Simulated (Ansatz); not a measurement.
Al$_{2}$, quintet in cc-pVTZ: errors against UCCSDT(Q)

Geometry: that of the Al2, triplet, kept fixed. The triplet lies 1.5 eV lower here.

```csv
atom,x (Å),y (Å),z (Å)
Al,0.0000,0.0000,0.0000
Al,0.0000,0.0000,2.4788
```

Basis cc-pVTZ; Ansatz 0.2.0. Correlated methods freeze the noble-gas cores, which leaves 6 electrons in 58 orbitals. R marks a restricted (for open shells ROHF) determinant, U an unrestricted one. Active spaces: valence = (6e, 8o) chosen from the atoms' valence shells.

Full CI isn't at hand for all of this; UCCSDT(Q) serves as the reference, and is uncertain by about the last step of the cluster series. The frozen core follows each run's orbitals, which can shift R against U totals by a few meV.

For open shells CISD is restricted-active-space CI with the open shells as a complete middle space.

The UHF ⟨S²⟩ is 6.002 and the T1 diagnostic (RCCSD) is 0.0292. The largest doubles amplitude (RCCSD) is 0.091. The T1 diagnostic (UCCSD) is 0.0303.

```
   level  E − E(RHF) (eV)
     UHF          -0.0156
    RMP2          -2.2217
    UMP2          -2.2111
   RCCSD          -2.6920
   UCCSD          -2.6941
RCCSD(T)          -2.9001
UCCSD(T)          -2.9018
```

Estimate how far UCCSDT(Q) in cc-pVTZ lies from RCCSD(T). The table doesn't fix it; the size of (T) and the diagnostics are the guide.

UCCSDT(Q) in cc-pVTZ lies 1.50 kcal/mol below RCCSD(T), which is 31 % of the (T) step (-4.80 kcal/mol). The diagnostics give no warning, yet the rest is a sizeable part of (T). The miss exceeds 1 kcal/mol.

The other levels:

| level | E − E(UCCSDT(Q)) (kcal/mol) | share of correlation (%) | wall time |
| --- | --- | --- | --- |
| CISD | 5.62 | 91.78 | 2.8 s |
| BCCD(T) | 1.51 | 97.79 | 3.2 s |
| RCCSDT | 0.46 | 99.32 | – |
| UCCSDT | 0.41 | 99.40 | – |
| RCCSDT(Q) | 0.06 | 99.91 | 18 s |
| CASSCF (valence space) | 41.51 | 39.29 | – |
| NEVPT2 (valence space) | 11.63 | 82.99 | 1.4 s |
| MRCISD (valence space) | 2.62 | 96.17 | – |
| MRCISD+Q (valence space) | 0.14 | 99.79 | 2.4 s |

The correlation energy at UCCSDT(Q), counted from RHF, is -2.965 eV. That run took 17 s on 1 thread of AMD EPYC 9R14, shared host.

Times hold each run's SCF and search for its determinant on a shared host, so for small cases they say little of a method's own cost; they ran on 1 thread of AMD EPYC 9R14.

Natural occupations of CASSCF (valence space) about the gap: 1.921 1.029 0.988 0.973 0.973 0.045 0.045 0.026; effectively unpaired electrons, Σ n²(2−n)², 4.04.
